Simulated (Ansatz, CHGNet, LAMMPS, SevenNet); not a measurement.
**Elastic constant C12 of corundum (α-Al2O3): levels of theory against measurement**

Reference value: 163 GPa (measured, temperature not stated, not corrected to a static lattice; as tabulated in Oses et al. (2018), arXiv:1811.08464).

```csv
level (code),value (GPa),cell (Å³/atom),difference (%)
"ionic model matsui1994 (rigid ions, LAMMPS)",183,8.27,+12.3
CHGNet 0.3.0 (CHGNet),160,8.77,-1.8
SevenNet-0 (SevenNet),159,8.76,-2.5
SevenNet-l3i5 (SevenNet),150,8.75,-8.0
LDA (Ansatz),165,8.32,+1.2
PBE (Ansatz),149,8.76,-8.6
```

Leaving aside ionic model matsui1994, which can be fitted to such values or carry a doubt: The reference's temperature isn't stated, so close values are not ranked against it.

The reference has no zero-point or thermal correction, while the calculations are for a static lattice, so the differences are not the levels' errors alone.  Each level is taken at its own relaxed cell. Ansatz's density-functional and Hartree–Fock values are scalar-relativistic unless marked +SOC, with PAW data made under PBE.

Empirical potentials (ionic model matsui1994) are fitted to chosen data, which need not cover the solid at hand: agreement can be built in, and what lay outside the fit can be far off. Machine-learned potentials (CHGNet 0.3.0, SevenNet-0, SevenNet-l3i5) are trained on DFT data, which may include these solids.

Differences are worked out from the printed values.

Ansatz is an electronic-structure program.
